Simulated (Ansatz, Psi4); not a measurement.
C3H6O (allyl alcohol): the vertical ionisation energy from total energies

C3H6O has 10 atoms, charge 0, and is taken as a singlet. SMILES: `C=CCO`. The shape is that of a PBE0-D4/def2-TZVP optimisation. This is one conformer, not always the lowest.

Both states at this one shape; open shells run unrestricted unless said. 1 Eh = 27.2114 eV.

| level | program | singlet C3H6O (Eh) | doublet C3H6O+ (Eh) | HOMO of the first (eV) |
| --- | --- | --- | --- | --- |
| HF/cc-pVDZ | Ansatz | -191.938773 | -191.614024 | -10.22 |
| B3LYP/6-31G* (spherical functions) | Ansatz | -193.106656 | -192.752565 | -7.06 |
| wB97X-V/cc-pVDZ | Psi4 | -193.062560 | -192.695671 | -9.86 |
| B2PLYP/cc-pVDZ, 4 core orbitals frozen | Ansatz | -192.918737 | -192.553663 | -8.54 |

Work out the vertical ionisation energy at each level.


1. HF/cc-pVDZ: -191.614024 − (-191.938773) = 0.324749 Eh = 8.84 eV; −ε(HOMO) = 10.22 eV.
2. B3LYP/6-31G* (spherical functions): -192.752565 − (-193.106656) = 0.354091 Eh = 9.64 eV; −ε(HOMO) = 7.06 eV.
3. wB97X-V/cc-pVDZ: -192.695671 − (-193.062560) = 0.366889 Eh = 9.98 eV; −ε(HOMO) = 9.86 eV.
4. B2PLYP/cc-pVDZ: -192.553663 − (-192.918737) = 0.365074 Eh = 9.93 eV; −ε(HOMO) = 8.54 eV.

No measured value is set beside it here; the levels span 8.84 to 9.98 eV. In Hartree–Fock, −ε(HOMO) (Koopmans) exceeds the difference of totals by the orbital relaxation of the ion. Hartree–Fock favours the state with fewer electron pairs, since it lacks pair correlation.
